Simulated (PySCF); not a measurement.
Compound: C5H6F (doublet state).
Cartesian coordinates in Å at the GFN2-xTB level; atoms count from 1:
```xyz
12
C5H6F angstrom
F      2.213    0.108    0.671
C      1.264    0.494   -0.246
C      0.069   -0.437   -0.195
C     -1.118    0.021   -1.032
C     -1.861    0.147    0.053
C     -0.837   -0.285    1.061
H      0.980    1.522    0.002
H      1.746    0.464   -1.230
H      0.366   -1.472   -0.379
H     -1.234    0.166   -2.086
H     -1.063   -1.209    1.588
H     -0.522    0.479    1.767
```

The hyperfine couplings belong to this conformer and change with its torsions.

As a line formula: `FC[C@@H]1C=[C]C1` [radical].

Method used: PySCF 2.14.0, UKS B3LYP, pcH-1 on C F H, non-relativistic, mean-field spin-orbit, GIAO. Geometry: GFN2-xTB, one conformer, isolated molecule. Couplings are sensitive to structure, and on GFN2-xTB geometries they can be far from those on DFT ones. No stability test was run, so a lower SCF solution isn't excluded.

Principal values of hyperfine tensors in MHz (contact and dipolar terms together), for some of the nuclei:

```json
{"atom": "C5", "isotope": "13C", "A1": "297.36", "A2": "315.47", "A3": "502.64"}
{"atom": "C3", "isotope": "13C", "A1": "78.39", "A2": "80.22", "A3": "105.65"}
{"atom": "H9", "isotope": "1H", "A1": "17.25", "A2": "21.90", "A3": "29.26"}
{"atom": "H10", "isotope": "1H", "A1": "9.74", "A2": "13.64", "A3": "28.11"}
{"atom": "C2", "isotope": "13C", "A1": "8.98", "A2": "9.45", "A3": "13.66"}
{"atom": "C4", "isotope": "13C", "A1": "-15.44", "A2": "7.90", "A3": "36.72"}
{"atom": "F1", "isotope": "19F", "A1": "0.16", "A2": "1.41", "A3": "27.49"}
{"atom": "H8", "isotope": "1H", "A1": "2.35", "A2": "2.46", "A3": "6.69"}
```

Problem. Split each tensor into its isotropic and traceless parts, and turn a_iso into mT with g = 2.0021.

Solution. a_iso is a third of the trace, T = A − a_iso, and a(mT) = a(MHz)/(g × 13.996).

```json
{"atom": "C5", "a_iso (MHz)": "371.82", "a_iso (mT)": "13.269", "T1": "-74.47", "T2": "-56.35", "T3": "130.82"}
{"atom": "C3", "a_iso (MHz)": "88.09", "a_iso (mT)": "3.144", "T1": "-9.70", "T2": "-7.86", "T3": "17.56"}
{"atom": "H9", "a_iso (MHz)": "22.80", "a_iso (mT)": "0.814", "T1": "-5.55", "T2": "-0.90", "T3": "6.46"}
{"atom": "H10", "a_iso (MHz)": "17.16", "a_iso (mT)": "0.612", "T1": "-7.42", "T2": "-3.52", "T3": "10.94"}
{"atom": "C2", "a_iso (MHz)": "10.69", "a_iso (mT)": "0.382", "T1": "-1.72", "T2": "-1.25", "T3": "2.96"}
{"atom": "C4", "a_iso (MHz)": "9.73", "a_iso (mT)": "0.347", "T1": "-25.17", "T2": "-1.82", "T3": "26.99"}
{"atom": "F1", "a_iso (MHz)": "9.69", "a_iso (mT)": "0.346", "T1": "-9.53", "T2": "-8.27", "T3": "17.80"}
{"atom": "H8", "a_iso (MHz)": "3.84", "a_iso (mT)": "0.137", "T1": "-1.48", "T2": "-1.37", "T3": "2.86"}
```

Problem. What spin density at the nucleus of C3 lies behind its contact coupling (g_N = 1.40482)?

Solution. a_FC = 800.24 MHz bohr³ × g_N × ρ(0)/(2S). With a_FC = 88.09 MHz and 2S = 1, ρ(0) = 0.07836 bohr⁻³.

Problem. C6 (13C, g_N = 1.40482) isn't in the table. Its spin density at the nucleus is 0.02562 bohr⁻³. What is its contact coupling?

Solution. By the same relation, a_FC = 28.8 MHz. Its full tensor has the principal values 14.73, 17.18, 54.50 MHz.

Problem. Name the largest traceless tensor T of the table and describe it.

Solution. C5: -74.5, -56.3, 130.8 MHz, rhombic: the two smaller values differ by 14 % of the largest.

Problem. In a single crystal, with the field along each principal axis of the tensor of C3 in turn, what first-order splitting does this nucleus give (isotropic g, quadrupole terms neglected)?

Solution. 2 lines (I = 1/2), spaced by |A_i|/(g × 13.996): 2.80, 2.86, 3.77 mT along the axes of A1, A2 and A3.

Hardware: one thread, Arm Neoverse V1 (aarch64), no GPU, shared host. Cost: 32 s (grids of density and orbitals included), 0.84 GiB resident at most.
